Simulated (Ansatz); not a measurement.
`COCOC` + `O[SiH3]` → `CO[SiH3]` + `COCO`  (substitution at a C–O bond)

Calculated with Ansatz (gas phase, PBE0-D4/def2-TZVP geometries, no zero-point term in ΔE). CBS: MP2 limit from def2 TZ/QZ plus the TZ coupled-cluster correction, frozen cores. This one scheme is used for every species. Functionals use def2-TZVPP. B3LYP here is the variant with VWN-RPA as its local correlation; programs differ in this. Each species was taken in one conformer, which may not be the lowest.

`COCOC`:

Z-matrix (Å, degrees):
```
C
O 1 1.409
H 1 1.095 2 111.8
H 1 1.090 2 107.2 3 -119.7
H 1 1.098 2 110.9 3 121.3
C 2 1.392 1 113.2 3 -62.7
O 6 1.392 2 113.9 1 67.4
H 6 1.098 2 105.4 1 -170.8
H 6 1.098 2 110.9 1 -51.3
C 7 1.409 6 113.2 2 67.4
H 10 1.095 7 111.7 6 -62.7
H 10 1.090 7 107.2 6 177.6
H 10 1.098 7 110.9 6 58.6
```

`O[SiH3]`:

Z-matrix (Å, degrees):
```
Si
O 1 1.648
H 1 1.489 2 111.7
H 1 1.489 2 111.7 3 120.9
H 1 1.481 2 105.9 3 -119.6
H 2 0.957 1 117.9 3 -60.5
```

`CO[SiH3]`:

Cartesian coordinates in Å:
```
C 0.015 0.775 -1.119
O -0.179 -0.513 -0.584
Si -0.038 -0.828 1.022
H -0.698 1.496 -0.702
H -0.138 0.723 -2.199
H 1.031 1.140 -0.930
H -0.317 -2.272 1.193
H -1.008 -0.016 1.810
H 1.332 -0.503 1.510
```

`COCO`:

Cartesian coordinates in Å:
```
C -0.892 -0.947 0.326
O -0.756 0.305 -0.308
C 0.563 0.632 -0.604
O 1.346 0.871 0.529
H -1.957 -1.107 0.495
H -0.506 -1.753 -0.312
H -0.364 -0.974 1.284
H 0.507 1.513 -1.251
H 1.063 -0.190 -1.133
H 0.996 1.649 0.973
```

```tsv
level	ΔE (kJ/mol)	difference from CCSD(T)/CBS
PBE-D4	11.2	-1.8
r2SCAN-D4	13.0	0.0
PBE0-D4	11.2	-1.8
B3LYP-D4	10.6	-2.4
ωB97X-V	11.9	-1.1
ωB97M-V	12.1	-0.9
r2SCAN	12.6	-0.4
B3LYP	9.5	-3.5
MP2/def2-TZVPP	14.4	1.4
SCS-MP2/def2-TZVPP	12.8	-0.2
HF/def2-QZVPP	8.1	-4.9
MP2/def2-QZVPP	14.1	1.1
SCS-MP2/def2-QZVPP	12.6	-0.4
HF/CBS(def2)	8.1	-4.9
MP2/CBS(def2)	14.1	1.1
CCSD/CBS(def2)	12.1	-0.9
CCSD(T)/CBS	13.0	0
```

Largest T1 diagnostic among the species: 0.011.

In def2-TZVPP, CCSD(T) changes the Hartree–Fock value by +4.8 kJ/mol (the triples alone add +0.9 kJ/mol) and MP2 by +6.0 kJ/mol.
